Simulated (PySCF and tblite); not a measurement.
Results of a calculation; reference values are marked as such.
Ethene, chloro-, C2H3Cl, numbered as in [CH2:1]=[CH:2][Cl:3].

Classical Langevin dynamics with GFN2-xTB (tblite), gas phase: time step 1.5 fs, H mass 4 u, friction 0.005 fs⁻¹, 400 steps to settle and 8000 to sample, one trajectory a temperature from the lowest conformer.

GIAO shieldings at B97-D/pcSseg-1 (PySCF) on 4 frames a temperature; like atoms are averaged, and of two unlike H on one atom a is the less shielded at the minimum.

Question: How far do thermal motions move the shieldings from their values at the minimum?

Answer: 
```csv
signal,σ at minimum (ppm),"Δσ, 500 K"
C1,64.5,-7.8 ± 3.3
C2,45.8,-2.8 ± 5.5
Cl3,692.7,-9.4 ± 24.7
H1a,26.27,-0.51 ± 0.24
H1b,26.38,-0.31 ± 0.14
H2,25.47,-0.39 ± 0.38
```

Errors are standard errors over frames. Zero-point motion is missing, and a reference compound would move too.

Question: What do the single frames at 500 K give for H2?

Answer: 
```json
{"t (fs)": "2100", "V above the minimum, tight binding (kcal/mol)": "4.2", "E above it, DFT (kcal/mol)": "5.2", "torsions (°)": "none", "σ (ppm)": "25.64"}
{"t (fs)": "5100", "V above the minimum, tight binding (kcal/mol)": "5.8", "E above it, DFT (kcal/mol)": "4.1", "torsions (°)": "none", "σ (ppm)": "24.20"}
{"t (fs)": "8100", "V above the minimum, tight binding (kcal/mol)": "8.6", "E above it, DFT (kcal/mol)": "9.3", "torsions (°)": "none", "σ (ppm)": "24.68"}
{"t (fs)": "11100", "V above the minimum, tight binding (kcal/mol)": "3.1", "E above it, DFT (kcal/mol)": "3.1", "torsions (°)": "none", "σ (ppm)": "25.78"}
```

Changes within two standard errors are not significant.
